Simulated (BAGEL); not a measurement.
**One shape, several levels: BH3 (SMILES [H]B([H])[H])**

We compute a comparison of 4 runs (B3LYP/6-31G*, B3LYP/def2-TZVPPD, PBE0/def2-TZVPPD, RI-MP2/def2-TZVPPD) of BH3. 

Program for the calculation: BAGEL 1.2.2.

12 further runs of the same task are left out: 12 set aside as unsound or not needed.

## Step 1: Starting point

The species is BH3 (4 atoms), meant as a singlet with charge 0. SMILES: `[H]B([H])[H]`. Geometry: relaxed at GFN2-xTB.

Bond lengths: B1–H2 1.164 Å, B1–H3 1.165 Å, B1–H4 1.165 Å. Angles: H2–B1–H3 120.0°, H2–B1–H4 120.0°, H3–B1–H4 120.0°.

## Step 2: The energy at B3LYP/6-31G(d) (density fitting with qzvpp-jkfit, spherical functions) (run 1)

Contents of job.json:

```json
{ "bagel": [

{
  "title": "molecule",
  "basis": "6-31gs.json",
  "df_basis": "qzvpp-jkfit",
  "angstrom": true,
  "geometry": [
    { "atom": "B", "xyz": [    0.000060,    0.000030,   -0.001400 ] },
    { "atom": "H", "xyz": [    1.163870,   -0.030320,    0.015280 ] },
    { "atom": "H", "xyz": [   -0.555340,    1.023410,   -0.018650 ] },
    { "atom": "H", "xyz": [   -0.608600,   -0.993120,    0.004770 ] }
  ]
},
{
  "title": "ks",
  "xc_func": "b3lyp"
},
{
  "title": "print",
  "file": "orbitals.molden",
  "orbitals": true
}

]}
```

The basis set 6-31G* is read from a file made from the Basis Set Exchange's data (not shown).

Command:

```bash
$ BAGEL_NUM_THREADS=1 BAGEL job.json > job.out
```

The log of the run:

```text
* using 1 threads per process

  ===============================================================
  ===============================================================

  *** Geometry ***

  { "atom" : "B", "xyz" : [      0.000113,      0.000057,     -0.002646 ] },
  { "atom" : "H", "xyz" : [      2.199396,     -0.057296,      0.028875 ] },
  { "atom" : "H", "xyz" : [     -1.049441,      1.933965,     -0.035243 ] },
  { "atom" : "H", "xyz" : [     -1.150087,     -1.876725,      0.009014 ] },

  Number of auxiliary basis functions:      129

  Since a DF basis is specified, we compute 2- and 3-index integrals:
    o Being stored without compression. Storage requirement is 0.000 GB

  Number of basis functions:       20
  Number of electrons      :        8

    * METHOD: MOLECULE                             0.01

  *** Kohn-Sham DFT ***

    * Removing 4806 points whose weight is below 1.00e-10
    * Grid points: 54818

  === Nuclear Repulsion ===
     7.6030819077

       - DIIS with orbital gradients will be used.

  === KS iteration (b3lyp / 6-31gs.json) ===
      0        -23.66743658          0.15100313           0.03
      1        -25.84601151          0.09260233           0.03
      2        -26.32299644          0.06881123           0.03
      3        -26.61068496          0.00288756           0.03
      4        -26.61118061          0.00020404           0.03
      5        -26.61118309          0.00000660           0.03
      6        -26.61118309          0.00000102           0.03
      7        -26.61118309          0.00000019           0.03
      8        -26.61118309          0.00000000           0.03
    * SCF iteration converged.

    * Permanent dipole moment:
           (   -0.000171,    -0.000104,     0.001742) a.u.

    * METHOD: KS                                   0.34

    * METHOD: PRINT                                0.00

  ===============================================================
```

It took 0.49 s on 1 thread of Arm Neoverse V2, shared host.

## Step 3: A single-point energy at B3LYP/def2-TZVPPD (density fitting with qzvpp-jkfit) (run 2)

Contents of input.json:

```json
{ "bagel" : [

{
  "title" : "molecule",
  "basis" : "def2-tzvppd.json",
  "df_basis" : "qzvpp-jkfit",
  "angstrom" : true,
  "geometry" : [
    { "atom" : "B", "xyz" : [    0.000060,    0.000030,   -0.001400 ] },
    { "atom" : "H", "xyz" : [    1.163870,   -0.030320,    0.015280 ] },
    { "atom" : "H", "xyz" : [   -0.555340,    1.023410,   -0.018650 ] },
    { "atom" : "H", "xyz" : [   -0.608600,   -0.993120,    0.004770 ] }
  ]
},
{ "title" : "ks", "xc_func" : "b3lyp", "charge" : 0 },
{ "title" : "print", "file" : "orbitals.molden", "orbitals" : true }

]}
```

The basis set def2-TZVPPD is read from a file made from the Basis Set Exchange's data (not shown).

Command:

```bash
$ BAGEL_NUM_THREADS=1 BAGEL input.json > input.out
```

The log of the run:

```text
* using 1 threads per process

  ===============================================================
  ===============================================================

  *** Geometry ***

  { "atom" : "B", "xyz" : [      0.000113,      0.000057,     -0.002646 ] },
  { "atom" : "H", "xyz" : [      2.199396,     -0.057296,      0.028875 ] },
  { "atom" : "H", "xyz" : [     -1.049441,      1.933965,     -0.035243 ] },
  { "atom" : "H", "xyz" : [     -1.150087,     -1.876725,      0.009014 ] },

  Number of auxiliary basis functions:      129

  Since a DF basis is specified, we compute 2- and 3-index integrals:
    o Being stored without compression. Storage requirement is 0.008 GB

  Number of basis functions:       88
  Number of electrons      :        8

    * METHOD: MOLECULE                             0.03

  *** Kohn-Sham DFT ***

    * Removing 4806 points whose weight is below 1.00e-10
    * Grid points: 54818

  === Nuclear Repulsion ===
     7.6030819077

       - DIIS with orbital gradients will be used.

  === KS iteration (b3lyp / def2-tzvppd.json) ===
      0        -20.81228558          0.10488806           0.10
      1        -24.67421775          0.08632394           0.10
      2        -25.83035954          0.06014141           0.10
      3        -26.61783676          0.00518266           0.10
      4        -26.62378644          0.00037927           0.10
      5        -26.62381284          0.00002742           0.10
      6        -26.62381299          0.00000412           0.10
      7        -26.62381299          0.00000100           0.10
      8        -26.62381299          0.00000027           0.10
      9        -26.62381299          0.00000000           0.10
    * SCF iteration converged.

    * Permanent dipole moment:
           (   -0.000170,    -0.000106,     0.001622) a.u.

    * METHOD: KS                                   1.19

    * METHOD: PRINT                                0.01

  ===============================================================
```

Wall time 1.4 s (1 thread of Arm Neoverse V2, shared host); peak memory 0.23 GiB.

## Step 4: The energy at PBE0/def2-TZVPPD (density fitting with qzvpp-jkfit) (run 3)

Contents of dft.json:

```json
{ "bagel" : [

{
  "title" : "molecule",
  "basis" : "def2-tzvppd.json",
  "df_basis" : "qzvpp-jkfit",
  "angstrom" : true,
  "geometry" : [
    { "atom" : "B", "xyz" : [    0.000060,    0.000030,   -0.001400 ] },
    { "atom" : "H", "xyz" : [    1.163870,   -0.030320,    0.015280 ] },
    { "atom" : "H", "xyz" : [   -0.555340,    1.023410,   -0.018650 ] },
    { "atom" : "H", "xyz" : [   -0.608600,   -0.993120,    0.004770 ] }
  ]
},
{ "title" : "ks", "xc_func" : "pbe0", "charge" : 0 },
{ "title" : "print", "file" : "orbitals.molden", "orbitals" : true }

]}
```

The basis set def2-TZVPPD is read from a file made from the Basis Set Exchange's data (not shown).

Command:

```bash
$ BAGEL_NUM_THREADS=1 BAGEL dft.json > dft.out
```

The log of the run:

```text
* using 1 threads per process

  ===============================================================
  ===============================================================

  *** Geometry ***

  { "atom" : "B", "xyz" : [      0.000113,      0.000057,     -0.002646 ] },
  { "atom" : "H", "xyz" : [      2.199396,     -0.057296,      0.028875 ] },
  { "atom" : "H", "xyz" : [     -1.049441,      1.933965,     -0.035243 ] },
  { "atom" : "H", "xyz" : [     -1.150087,     -1.876725,      0.009014 ] },

  Number of auxiliary basis functions:      129

  Since a DF basis is specified, we compute 2- and 3-index integrals:
    o Being stored without compression. Storage requirement is 0.008 GB

  Number of basis functions:       88
  Number of electrons      :        8

    * METHOD: MOLECULE                             0.03

  *** Kohn-Sham DFT ***

    * Removing 4806 points whose weight is below 1.00e-10
    * Grid points: 54818

  === Nuclear Repulsion ===
     7.6030819077

       - DIIS with orbital gradients will be used.

  === KS iteration (pbe0 / def2-tzvppd.json) ===
      0        -20.74516111          0.10458390           0.10
      1        -24.53160911          0.08556860           0.10
      2        -25.82810581          0.05842298           0.10
      3        -26.55930469          0.00529314           0.10
      4        -26.56514676          0.00067448           0.10
      5        -26.56523520          0.00006443           0.10
      6        -26.56523613          0.00000218           0.10
      7        -26.56523613          0.00000083           0.10
      8        -26.56523613          0.00000004           0.10
      9        -26.56523613          0.00000000           0.10
    * SCF iteration converged.

    * Permanent dipole moment:
           (   -0.000167,    -0.000103,     0.001595) a.u.

    * METHOD: KS                                   1.17

    * METHOD: PRINT                                0.01

  ===============================================================
```

Run time: 1.4 s. Hardware: 1 thread of Arm Neoverse V2, shared host; peak memory 0.23 GiB.

## Step 5: A single-point energy at RI-MP2/def2-TZVPPD (density fitting with qzvpp-jkfit) (run 4)

Contents of job.json:

```json
{ "bagel" : [

{
  "title" : "molecule",
  "basis" : "def2-tzvppd.json",
  "df_basis" : "qzvpp-jkfit",
  "angstrom" : "true",
  "geometry" : [
    { "atom" : "B", "xyz" : [    0.000060,    0.000030,   -0.001400 ] },
    { "atom" : "H", "xyz" : [    1.163870,   -0.030320,    0.015280 ] },
    { "atom" : "H", "xyz" : [   -0.555340,    1.023410,   -0.018650 ] },
    { "atom" : "H", "xyz" : [   -0.608600,   -0.993120,    0.004770 ] }
  ]
},
{
  "title" : "hf"
},
{
  "title" : "mp2",
  "ncore" : 1
}

]}
```

The basis set def2-TZVPPD is read from a file made from the Basis Set Exchange's data (not shown).

Command:

```bash
$ BAGEL_NUM_THREADS=1 BAGEL job.json > job.out
```

The log of the run:

```text
* using 1 threads per process

  ===============================================================
  ===============================================================

  *** Geometry ***

  { "atom" : "B", "xyz" : [      0.000113,      0.000057,     -0.002646 ] },
  { "atom" : "H", "xyz" : [      2.199396,     -0.057296,      0.028875 ] },
  { "atom" : "H", "xyz" : [     -1.049441,      1.933965,     -0.035243 ] },
  { "atom" : "H", "xyz" : [     -1.150087,     -1.876725,      0.009014 ] },

  Number of auxiliary basis functions:      129

  Since a DF basis is specified, we compute 2- and 3-index integrals:
    o Being stored without compression. Storage requirement is 0.008 GB

  Number of basis functions:       88
  Number of electrons      :        8

    * METHOD: MOLECULE                             0.03

  *** RHF ***

  === Nuclear Repulsion ===
     7.6030819077

      * DIIS with orbital gradients will be used.

  === RHF iteration (def2-tzvppd.json) ===
      0        -26.37578718          0.01230005           0.00
      1        -26.39830538          0.00296150           0.00
      2        -26.39992538          0.00027064           0.00
      3        -26.39994062          0.00005336           0.00
      4        -26.39994129          0.00000697           0.00
      5        -26.39994130          0.00000064           0.00
      6        -26.39994130          0.00000009           0.00
      7        -26.39994130          0.00000001           0.00
    * SCF iteration converged.

    * Permanent dipole moment:
           (   -0.000193,    -0.000122,     0.001785) a.u.

    * METHOD: HF                                   0.06

  *** RHF ***

  === Nuclear Repulsion ===
     7.6030819077

      * DIIS with orbital gradients will be used.

  === RHF iteration (def2-tzvppd.json) ===
      0        -26.39994130          0.00000000           0.00
    * SCF iteration converged.

    * Permanent dipole moment:
           (   -0.000193,    -0.000122,     0.001785) a.u.

  === DF-MP2 calculation ===

    * freezing 1 orbital
    * 3-index integral transformation done
    * assembly done

      MP2 correlation energy:   -0.1128012468      0.00

      MP2 total energy:        -26.5127425445

    * METHOD: MP2                                  0.01

  ===============================================================
```

Wall time 0.24 s (1 thread of Arm Neoverse V2, shared host).

## Step 6: Overview of the runs

| run | level | frozen core orbitals | energy (Eh) | dipole moment (D) | HOMO energy (eV) | LUMO energy (eV) | wall time |
| --- | --- | --- | --- | --- | --- | --- | --- |
| 1 | B3LYP/6-31G* (density fitting with qzvpp-jkfit, spherical functions) | – | -26.611183 | 0.00 | -9.64 | -1.75 | 0.49 s |
| 2 | B3LYP/def2-TZVPPD (density fitting with qzvpp-jkfit) | – | -26.623813 | 0.00 | -9.82 | -2.20 | 1.4 s |
| 3 | PBE0/def2-TZVPPD (density fitting with qzvpp-jkfit) | – | -26.565236 | 0.00 | -10.01 | -1.93 | 1.4 s |
| 4 | RI-MP2/def2-TZVPPD (density fitting with qzvpp-jkfit) | 1 | -26.512743 | – | – | – | 0.24 s |

## Step 7: Outcome

```
                                         quantity         value
                              run 4: total energy  -26.51274 Eh
run 4: correlation energy (1 core orbital frozen)    -112.8 mEh
```

In words: Over runs 1, 2, 3 the HOMO–LUMO gap runs from 7.61 eV (B3LYP/def2-TZVPPD) to 8.08 eV (PBE0/def2-TZVPPD). Totals of different functionals can't be ranked against each other. All runs together took 3.5 s, the longest 1.4 s.
